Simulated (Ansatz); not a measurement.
## C₄H₅F, singlet: CASSCF and its corrections

Calculated in Ansatz's Gaussian-basis code. Basis cc-pVTZ, nonrelativistic, 5 orbitals frozen in the corrections. State-specific CASSCF; RHF is the lowest restricted (open-shell) Hartree–Fock solution met. On stretched bonds single-reference methods can fail or change state. Solutions may break the symmetry of the shape. No proof that the lowest CASSCF solution was found.

Geometry:

```xyz
10

C     0.0000   -1.8168   -0.2523
C     0.0000   -0.4815   -0.2037
C     0.0000    0.3462    0.9925
C     0.0000    1.6862    0.9630
F     0.0000    0.2245   -1.3671
H     0.0000   -2.3922    0.6639
H     0.0000   -2.3402   -1.1996
H     0.0000   -0.1905    1.9377
H     0.0000    2.2315    0.0267
H     0.0000    2.2660    1.8787
```

**Question.** What do CASSCF and its corrections give against RHF in CAS(4,4), and what are the occupations?

**Answer.** CASSCF -1.484 eV, SC-NEVPT2 -24.338 eV; occupations 1.93, 1.89, 0.12, 0.06.

**Question.** How do single-reference totals in the same basis and frozen core stand against SC-NEVPT2 in CAS(4,4)?

**Answer.** CCSD(T) -1.842 eV. Coupled cluster stands on the determinant that it favours, which can lie over the RHF solution above, and is in doubt where the occupations are far from 0, 1 and 2.

**Question.** Roughly how much CPU time does a whole run from the default start take (median of such runs, summed over threads; nearly all runs on one pinned thread of a shared server, mostly Xeon at 2.3 to 2.6 GHz, by a development driver)?

**Answer.** CAS(4,4): about 1.8 min. Other jobs ran beside these, and the count of passes differs.
